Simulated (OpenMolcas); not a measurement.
How methods differ on BF (SMILES [B]F)

The species is BF (2 atoms), meant as a singlet with charge 0. SMILES: `[B]F`. The shape is that of a GFN2-xTB optimisation.

```xyz
2

B     0.0000    0.0000    0.0000
F     0.0000    0.0000    1.2444
```

Each level gives the vertical energy of the triplet above the singlet (eV). The values are calculated.

```json
{"level": "SVWN5/STO-3G", "kind": "LDA", "program": "OpenMolcas", "value (eV)": "3.55", "less FCI/STO-3G": "+0.04", "CPU time (all runs)": "7.5 s"}
{"level": "PBE/STO-3G", "kind": "GGA", "program": "OpenMolcas", "value (eV)": "3.52", "less FCI/STO-3G": "+0.01", "CPU time (all runs)": "7.7 s"}
{"level": "r2SCAN/STO-3G", "kind": "meta-GGA", "program": "OpenMolcas", "value (eV)": "3.29", "less FCI/STO-3G": "-0.22", "CPU time (all runs)": "11 s"}
{"level": "B3LYP/STO-3G", "kind": "global hybrid", "program": "OpenMolcas", "value (eV)": "3.59", "less FCI/STO-3G": "+0.08", "CPU time (all runs)": "8.1 s"}
{"level": "M06-2X/STO-3G", "kind": "hybrid meta-GGA", "program": "OpenMolcas", "value (eV)": "3.57", "less FCI/STO-3G": "+0.06", "CPU time (all runs)": "8.5 s"}
{"level": "PBE0/STO-3G", "kind": "global hybrid", "program": "OpenMolcas", "value (eV)": "3.39", "less FCI/STO-3G": "-0.12", "CPU time (all runs)": "7.2 s"}
{"level": "CASPT2(2,2)/STO-3G", "kind": "multireference", "program": "OpenMolcas", "value (eV)": "3.42", "less FCI/STO-3G": "-0.09", "CPU time (all runs)": "3.4 s"}
{"level": "FCI/STO-3G, open shells restricted", "kind": "exact in the basis", "program": "OpenMolcas", "value (eV)": "3.51", "less FCI/STO-3G": "0.00", "CPU time (all runs)": "4 s"}
```

FCI/STO-3G, open shells restricted is exact within its basis and frozen core, so for wave-function methods in that basis the difference is their error; functionals converge differently with the basis, so for them it is only a difference. The values span 3.29 to 3.59 eV. All rows use very small basis sets, so even the best lies far from the true value. CPU times are rough (shared hosts, several kinds of processor): they show what a rung costs within a factor of a few.
